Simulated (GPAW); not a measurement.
**CH3AlS (SMILES [AlH2][CH]=S) at 5 levels**

Wanted: a comparison of 5 runs (HCTH407/real-space grid, PBE-TS/real-space grid, PBE/real-space grid, RPBE-TS/real-space grid, PBE/dzp) of CH3AlS. Input form: an ASE script.

The calculation is run with GPAW 26.7.0.

3 further runs of the same task are left out: 2 that didn't finish, 1 set aside as unsound or not needed.

## Step 1: The system as given

The species is CH3AlS (6 atoms), meant as a singlet with charge 0. SMILES: `[AlH2][CH]=S`. Geometry: a GFN2-xTB relaxation, a rough one for these elements and not checked as a minimum.

Bond lengths: Al1–C2 2.004 Å, Al1–S3 2.362 Å, C2–S3 1.666 Å, Al1–H4 1.536 Å, Al1–H5 1.535 Å, C2–H6 1.090 Å. Angles: Al1–C2–S3 79.6°, C2–Al1–S3 43.9°, Al1–S3–C2 56.5°, Al1–C2–H6 165.9°, S3–C2–H6 114.5°, C2–Al1–H4 118.8°, C2–Al1–H5 119.0°, S3–Al1–H4 112.0°, S3–Al1–H5 111.7°, H4–Al1–H5 122.0°.

## Step 2: The charge distribution at HCTH407/real-space grid (scalar-relativistic datasets) (run 1)

mol.py

```python
import numpy as np
from ase.io.zmatrix import parse_zmatrix
from ase.units import Debye
from gpaw import GPAW, setup_paths
from gpaw.atom.configurations import parameters
from gpaw.atom.generator import Generator

zmat = """
Al
C 1 r2
S 2 r3 1 a3
H 1 r4 2 a4 3 d4
H 1 r5 4 a5 2 d5
H 2 r6 3 a6 1 d6
"""
values = dict(r2=2.003563, r3=1.665679, a3=79.57445, r4=1.536336, a4=118.81635, d4=92.58011, r5=1.535492, a5=122.0468, d5=-175.29287, r6=1.090045, a6=114.5447, d6=-179.93256)
atoms = parse_zmatrix(zmat, defs=values)
atoms.center(vacuum=4.5)

for symbol in ["Al", "C", "H", "S"]:
    Generator(symbol, xcname="HCTH407", scalarrel=True, nofiles=True, txt=None).run(**parameters[symbol])
setup_paths.insert(0, ".")

gpaw_calc = GPAW(mode="fd", h=0.22, xc="HCTH407", maxiter=100, txt="-")
atoms.calc = gpaw_calc

energy = atoms.get_potential_energy()
print(f"Energy                  {energy:.5f} eV")
forces = atoms.get_forces()
print("Forces (eV/Ang)")
for symbol, f in zip(atoms.symbols, forces):
    print(f'{symbol:2} {f[0]:9.4f} {f[1]:9.4f} {f[2]:9.4f}')
dipole = atoms.get_dipole_moment() / Debye
print(f"Dipole = {np.linalg.norm(dipole):.3f} D")
homo, lumo = gpaw_calc.get_homo_lumo()
print(f"HOMO: {homo:.3f} eV")
print(f"LUMO = {lumo:.3f} eV")
print(f"Gap: {lumo - homo:.3f} eV")

nsc = {}
for xc in ["RPBE", "AM05", "MGGA_X_SCAN+MGGA_C_SCAN", "BLYP", "GGA_X_SOGGA11+GGA_C_SOGGA11"]:
    nsc[xc] = energy + gpaw_calc.get_xc_difference(xc)
    print(f'{xc:32} {nsc[xc]:12.4f} eV')
```

The run is started by

```bash
$ OMP_NUM_THREADS=1 python mol.py
```

Standard output:

```text
[...]
Number of symmetries: 1
[...]
  Number of IBZ points: 1
[...]
Spin-components: 1 (collinear spins)
Bands:           14
[...]
  Valence electrons: 16.0
[...]
  Grid points: [60 48 52]
  Charge: 0.0  # |e|
[...]
    cutoffs:
[...]
occupation numbers:
  # Zero width
[...]
xc functional:
  name: HCTH407 with 2 nearest neighbor stencil
[...]
|iter     |     time |      energy | eigst |  dens |
[...]
|iter:   1| 00:00:02 |  -26.871808 | +0.96 |       |
[...]
|iter:  15| 00:00:12 |  -24.289636c| -7.43c| -5.68c|
Converged in 15 steps
[...]
Energy contributions relative to reference atoms: (reference = -18538.199615)
Energy contributions:
  Kinetic:          29.634294
  Coulomb:         -30.324901
  Zero:              0.477377
  External:          0.000000
  Xc:              -24.076407
  Entropy:           0.000000
  Spinorbit:         0.000000
  ----------------------------
  Free energy:     -24.289636
  Extrapolated:    -24.289636
dipole moment: (0.351004, -0.050394, 0.001123)  # |e|*Ang
Fermi level: -5.333
Eigenvalues  # (at kpt = [0.000, 0.000, 0.000])
| band index |      eig [eV] | occ [0-2] |
|------------|---------------|-----------|
|          0 |       -20.760 |     2.000 |
|          1 |       -14.860 |     2.000 |
|          2 |       -11.728 |     2.000 |
|          3 |        -9.811 |     2.000 |
|          4 |        -8.970 |     2.000 |
|          5 |        -8.201 |     2.000 |
|          6 |        -7.092 |     2.000 |
|          7 |        -6.412 |     2.000 |
|          8 |        -4.253 |     0.000 |
|          9 |        -1.146 |     0.000 |
|         10 |        -0.786 |     0.000 |
|         11 |         0.077 |     0.000 |
[...]
Gap: 2.159 eV
Transition (v -> c):
[...]
Forces (eV/Ang)
Al    0.6203    0.0474   -0.0142
C    -0.3447    0.7717    0.0069
S     0.3017   -0.2520   -0.0003
H    -0.2509   -0.1690   -0.7029
H    -0.2574   -0.2314    0.7193
H    -0.0092   -0.4467    0.0076
Dipole = 1.703 D
HOMO: -6.412 eV
LUMO = -4.253 eV
Gap: 2.159 eV
RPBE                                 -21.0294 eV
AM05                                  46.8635 eV
MGGA_X_SCAN+MGGA_C_SCAN              -22.9127 eV
BLYP                                 -21.9875 eV
GGA_X_SOGGA11+GGA_C_SOGGA11          -22.1794 eV
```

Wall time 14 s (1 thread of Intel Xeon 6975P-C (Granite Rapids), shared host); peak memory 0.49 GiB.

## Step 3: The charge distribution at PBE-TS/real-space grid (scalar-relativistic datasets) (run 2)

CH3AlS_sp.py

```python
import numpy as np
from ase import Atoms
from ase.calculators.vdwcorrection import vdWTkatchenko09prl
from ase.units import Bohr, Debye
from gpaw import GPAW
from gpaw.analyse.hirshfeld import HirshfeldPartitioning
from gpaw.analyse.vdwradii import vdWradii
from gpaw.mpi import world

positions_bohr = np.array(
              [[ -1.236486,   0.116369,  -1.176430],
               [  1.526011,   0.741850,   1.336055],
               [  1.288226,  -2.391486,   1.519189],
               [ -3.995713,   0.236820,  -0.281418],
               [ -0.538251,  -0.268530,  -3.966403],
               [  2.956193,   1.564977,   2.569007]])
molecule = Atoms("AlCSHHH", positions=positions_bohr * Bohr)
molecule.center(vacuum=5.0)

gpaw_calc = GPAW(mode="fd", h=0.16, xc="PBE", maxiter=100, legacy_gpaw=True, txt="-")
molecule.calc = vdWTkatchenko09prl(HirshfeldPartitioning(gpaw_calc), vdWradii(molecule.get_chemical_symbols(), "PBE", world=world))

energy = molecule.get_potential_energy()
print(f"Energy = {energy:.5f} eV")
forces = molecule.get_forces()
print("Forces (eV/Ang)")
for symbol, f in zip(molecule.symbols, forces):
    print(f'{symbol:2} {f[0]:9.4f} {f[1]:9.4f} {f[2]:9.4f}')
dipole = gpaw_calc.get_dipole_moment(molecule) / Debye
print(f"Dipole                  {np.linalg.norm(dipole):.3f} D")
homo, lumo = gpaw_calc.get_homo_lumo()
print(f"HOMO: {homo:.3f} eV")
print(f"LUMO: {lumo:.3f} eV")
print(f"Gap                     {lumo - homo:.3f} eV")
```

The run is started by

```bash
$ python CH3AlS_sp.py
```

Standard output:

```text
[...]
    cutoffs:
[...]
  Total Charge: 0.000000
[...]
Number of atoms: 6
[...]
Number of bands in calculation: 14
Number of valence electrons: 16
[...]
iter:   1 hh:mm:ss   -27.394015
[...]
iter:  21 hh:mm:ss   -24.892946c  -7.51c -5.94c
Converged after 21 iterations.
Dipole moment: (0.266678, 0.086536, 0.237765) |e|*Ang
Energy contributions relative to reference atoms: (reference = -18526.141765)
Kinetic:        +29.543857
Potential:      -30.528762
External:        +0.000000
XC:             -24.077377
Entropy (-ST):   +0.000000
Local:           +0.169338
SIC:             +0.000000
--------------------------
Free energy:    -24.892946
Extrapolated:   -24.892946
 Band  Eigenvalues  Occupancy
    0    -20.53934    2.00000
    1    -14.64766    2.00000
    2    -11.60098    2.00000
    3     -9.69305    2.00000
    4     -8.84858    2.00000
    5     -8.02396    2.00000
    6     -6.88537    2.00000
    7     -6.26989    2.00000
    8     -4.14402    0.00000
    9     -1.07571    0.00000
   10     -0.67919    0.00000
   11      0.22752    0.00000
   12      0.39006    0.00000
   13      1.40238    0.00000
Fermi level: -5.20696
Gap: 2.126 eV
Transition (v -> c):
[...]
Forces (eV/Ang)
Al    0.4919    0.0688    0.4715
C    -0.2878   -0.7164   -0.1995
S     0.1286    0.0016    0.1562
H    -0.7337    0.1719    0.3342
H     0.3115    0.0268   -0.7838
H     0.0812    0.4225    0.0288
Dipole                  1.766 D
HOMO: -6.270 eV
LUMO: -4.144 eV
Gap                     2.126 eV
```

Wall time 56 s (1 thread of Intel Xeon 6975P-C (Granite Rapids), shared host); peak memory 1.2 GiB.

Runs 3 to 4 aren't shown in full; the table further down has their settings and results.

## Step 4: Energy and one-electron properties at PBE/dzp (scalar-relativistic datasets) (run 5)

mol.xyz

```xyz
6

Al    -0.654320     0.061580    -0.622540
C      0.807530     0.392570     0.707010
S      0.681700    -1.265520     0.803920
H     -2.114440     0.125320    -0.148920
H     -0.284830    -0.142100    -2.098930
H      1.564350     0.828150     1.359460
```

sp.py

```python
import numpy as np
from ase.io import read
from ase.units import Debye
from gpaw import GPAW

# Set up the molecule
atoms = read("mol.xyz")
atoms.center(vacuum=4.5)

# Ground state
gpaw_calc = GPAW(mode="lcao", basis="dzp", h=0.18, xc="PBE", maxiter=150, txt="-")
atoms.calc = gpaw_calc

energy = atoms.get_potential_energy()
print(f"Energy                  {energy:.5f} eV")
forces = atoms.get_forces()
print("Forces (eV/Ang)")
for symbol, f in zip(atoms.symbols, forces):
    print(f'{symbol:2} {f[0]:9.4f} {f[1]:9.4f} {f[2]:9.4f}')
dipole = atoms.get_dipole_moment() / Debye
print(f"Dipole = {np.linalg.norm(dipole):.3f} D")
homo, lumo = gpaw_calc.get_homo_lumo()
print(f"HOMO: {homo:.3f} eV")
print(f"LUMO = {lumo:.3f} eV")
print(f"Gap                     {lumo - homo:.3f} eV")
```

The run is started by

```bash
$ python sp.py > sp.log
```

Standard output:

```text
[...]
Number of symmetries: 1
[...]
  Number of IBZ points: 1
[...]
basis functions: 54
Spin-components: 1 (collinear spins)
Bands:           14
[...]
  Valence electrons: 16.0
[...]
  Grid points: [72 60 68]
  Charge: 0.0  # |e|
[...]
    cutoffs:
[...]
occupation numbers:
  # Zero width
[...]
xc functional:
  name: PBE with 2 nearest neighbor stencil
[...]
|iter     |     time |      energy | eigst |  dens |
[...]
|iter:   1| 00:00:06 |  -25.669681 |      c|       |
[...]
|iter:   9| 00:00:11 |  -23.907832c|      c| -4.16c|
Converged in 9 steps
[...]
Energy contributions relative to reference atoms: (reference = -18526.141765)
Energy contributions:
  Kinetic:          28.023159
  Coulomb:         -27.877542
  Zero:              0.027089
  External:          0.000000
  Xc:              -24.080539
  Entropy:           0.000000
  Spinorbit:         0.000000
  ----------------------------
  Free energy:     -23.907832
  Extrapolated:    -23.907832
dipole moment: (0.292948, 0.037764, 0.268999)  # |e|*Ang
Fermi level: -4.979
Eigenvalues  # (at kpt = [0.000, 0.000, 0.000])
| band index |      eig [eV] | occ [0-2] |
|------------|---------------|-----------|
|          0 |       -20.441 |     2.000 |
|          1 |       -14.507 |     2.000 |
|          2 |       -11.474 |     2.000 |
|          3 |        -9.551 |     2.000 |
|          4 |        -8.682 |     2.000 |
|          5 |        -7.877 |     2.000 |
|          6 |        -6.733 |     2.000 |
|          7 |        -6.088 |     2.000 |
|          8 |        -3.871 |     0.000 |
|          9 |        -0.713 |     0.000 |
|         10 |         0.265 |     0.000 |
|         11 |         1.508 |     0.000 |
[...]
Gap: 2.217 eV
Transition (v -> c):
[...]
Forces (eV/Ang)
Al    0.3585    0.1299    0.3358
C    -0.6869   -0.5657   -0.5714
S     0.1897   -0.4292    0.2507
H    -0.7085    0.1767    0.3424
H     0.3074    0.0260   -0.7423
H     0.5214    0.6563    0.4020
Dipole = 1.919 D
HOMO: -6.088 eV
LUMO = -3.871 eV
Gap                     2.217 eV
```

Wall time 12 s (1 thread of Intel Xeon 6975P-C (Granite Rapids), shared host); peak memory 0.72 GiB.

## Step 5: The series

| run | level | grid spacing | vacuum round the molecule | energy (Eh) | dipole moment (D) | HOMO energy (eV) | LUMO energy (eV) | wall time |
| --- | --- | --- | --- | --- | --- | --- | --- | --- |
| 1 | HCTH407/real-space grid (scalar-relativistic datasets) | 0.22 | 4.5 | -682.158898 | 1.70 | -6.41 | -4.25 | 14 s |
| 2 | PBE-TS/real-space grid (scalar-relativistic datasets) | 0.16 | 5 | -681.738798 | 1.77 | -6.27 | -4.14 | 56 s |
| 3 | PBE/real-space grid (scalar-relativistic datasets) | 0.18 | 4.5 | -681.736696 | 1.78 | -6.27 | -4.14 | 21 s |
| 4 | RPBE-TS/real-space grid (scalar-relativistic datasets) | 0.16 | 4.5 | -682.068975 | 1.78 | -6.24 | -4.08 | 47 s |
| 5 | PBE/dzp (scalar-relativistic datasets) | 0.18 | 4.5 | -681.701749 | 1.92 | -6.09 | -3.87 | 12 s |

## Step 6: What came out

```
                                                     quantity        value
run 5: energy as printed (from the program's reference atoms)  -23.9078 eV
                                         run 5: dipole moment       1.92 D
                                           run 5: HOMO energy     -6.09 eV
                                           run 5: LUMO energy     -3.87 eV
                                         run 5: HOMO–LUMO gap      2.22 eV
                              run 5: largest force on an atom   1.058 eV/Å
```

**Reading.** The dipole moment (its size) runs from 1.70 D (HCTH407/real-space grid) to 1.92 D (PBE/dzp). The two ends differ in method and basis. The HOMO–LUMO gap runs from 2.13 eV (PBE-TS/real-space grid) to 2.22 eV (PBE/dzp). Totals of different functionals can't be ranked against each other. All runs together took 2.5 min, the longest 56 s.
